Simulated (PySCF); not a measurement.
Molecule: `CC(C#C)=O`, C4H4O.

Bonds (- single, = double, # triple, : aromatic): C1#C2, C2-C3, C3-C4, C3=O5. C1 carries H6; C4 carries H7, H8, H9.

Frames of a GFN2-xTB Langevin trajectory at 600 K; GIAO PBE0/pcSseg-1 shieldings in PySCF 2.14.0 with density-fitted response routines, gas phase, non-relativistic; equivalent atoms averaged within each frame.

Shifts are taken against calculated references (same method and geometry level): ¹³C (σ = 186.93 ppm), ¹H (σ = 31.72 ppm) vs TMS; ¹⁷O (σ = 336.08 ppm) against H2O. The references are static minima.

How do the shifts (ppm) fluctuate along the trajectory?

Results:


| time (fs) | C3 | C1 | C2 | C4 | O5 | H6 | H7/H8/H9 |
| --- | --- | --- | --- | --- | --- | --- | --- |
| optimised geometry | 187.6 | 86.1 | 84.4 | 36.7 | 712.9 | 2.70 | 2.37 |
| 250 | 183.2 | 101.7 | 87.2 | 42.0 | 710.2 | 5.10 | 3.06 |
| 425 | 180.7 | 98.0 | 93.7 | 40.2 | 711.6 | 3.07 | 2.96 |
| 625 | 176.1 | 86.3 | 85.7 | 41.7 | 622.1 | 2.32 | 3.30 |
| 800 | 175.7 | 88.4 | 93.2 | 32.6 | 686.0 | 4.95 | 2.41 |
| 1000 | 191.3 | 94.7 | 90.6 | 45.6 | 764.5 | 5.31 | 2.11 |
| mean of frames | 181.4 | 93.8 | 90.1 | 40.4 | 698.9 | 4.15 | 2.77 |
| standard deviation | 6.4 | 6.4 | 3.5 | 4.8 | 51.6 | 1.36 | 0.49 |

5 frames give an uncertainty of the mean of about the standard deviation over 2.2 at best, since frames this close in time may not be independent; classical motion lacks zero-point vibration, and the reference would need the same averaging.
